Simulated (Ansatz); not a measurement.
Mulliken charges of `N=CCO` from r2SCAN/def2-TZVPP in Ansatz (PBE0-D4/def2-TZVP geometry).

```json
{"atom": "N1", "x (Å)": "-0.888", "y (Å)": "0.489", "z (Å)": "-1.032", "charge (e)": "-0.355"}
{"atom": "C2", "x (Å)": "-0.477", "y (Å)": "0.508", "z (Å)": "0.161", "charge (e)": "0.032"}
{"atom": "C3", "x (Å)": "0.637", "y (Å)": "-0.407", "z (Å)": "0.551", "charge (e)": "0.246"}
{"atom": "O4", "x (Å)": "1.077", "y (Å)": "-1.182", "z (Å)": "-0.515", "charge (e)": "-0.388"}
{"atom": "H5", "x (Å)": "-1.646", "y (Å)": "1.145", "z (Å)": "-1.200", "charge (e)": "0.157"}
{"atom": "H6", "x (Å)": "-0.883", "y (Å)": "1.156", "z (Å)": "0.947", "charge (e)": "0.046"}
{"atom": "H7", "x (Å)": "1.457", "y (Å)": "0.205", "z (Å)": "0.959", "charge (e)": "0.022"}
{"atom": "H8", "x (Å)": "0.286", "y (Å)": "-1.040", "z (Å)": "1.381", "charge (e)": "0.022"}
{"atom": "H9", "x (Å)": "0.525", "y (Å)": "-0.919", "z (Å)": "-1.269", "charge (e)": "0.217"}
```

Q: By hand: the dipole of these point charges (1 e Å = 4.8032 D).

A: Σ q r = (-0.108, 0.216, 0.338) e Å, of length 0.415 e Å = 1.99 D.

Q: How does the dipole of the full density compare? (Estimate.)

A: The calculation gave: (-0.336, 0.426, 0.327) e Å, 3.04 D; the point charges give 0.65 times that, at 25° from its direction.

Point charges leave out the atoms' own dipoles, such as those of lone pairs, and Mulliken's split depends on the basis, so the two needn't agree.
